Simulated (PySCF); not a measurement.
S: ionisation energy

S [Ne] 3s2 3p4 (3P) → S⁺ [Ne] 3s2 3p3 (4S), as a difference of total energies. Computed with PySCF 2.14 in aug-cc-pV(T+d)Z with one added diffuse shell each of s, p, d, f type (7s6p5d3f, 71 functions), with the non-relativistic Hamiltonian (point nucleus). Correlated levels: valence: [Ne] frozen. The calculations carry no spin-orbit coupling.

| method | ionisation energy (eV) | plus first-order spin-orbit estimate | error of that sum (eV) |
| --- | --- | --- | --- |
| UHF | 9.242 | 9.265 | -1.095 |
| LDA | 10.567 | 10.590 | +0.230 |
| PBE | 10.433 | 10.456 | +0.096 |
| PBE0 | 10.408 | 10.431 | +0.071 |
| r2SCAN | 10.380 | 10.403 | +0.043 |
| BLYP | 10.420 | 10.443 | +0.083 |
| M06-L | 10.195 | 10.218 | -0.142 |
| HSE06 | 10.411 | 10.433 | +0.073 |
| wB97M-V | 10.399 | 10.422 | +0.062 |
| MP2 (valence) | 10.005 | 10.028 | -0.332 |
| SCS-MP2 (valence) | 10.085 | 10.107 | -0.253 |

Reference: 10.360 eV (measured; NIST Atomic Spectra Database, ionization energies).

A first-order spin-orbit estimate (lowest level to lowest level, LS coupling) adds 0.023 eV.

Errors of the correlated levels include the incompleteness of this basis and the frozen core.
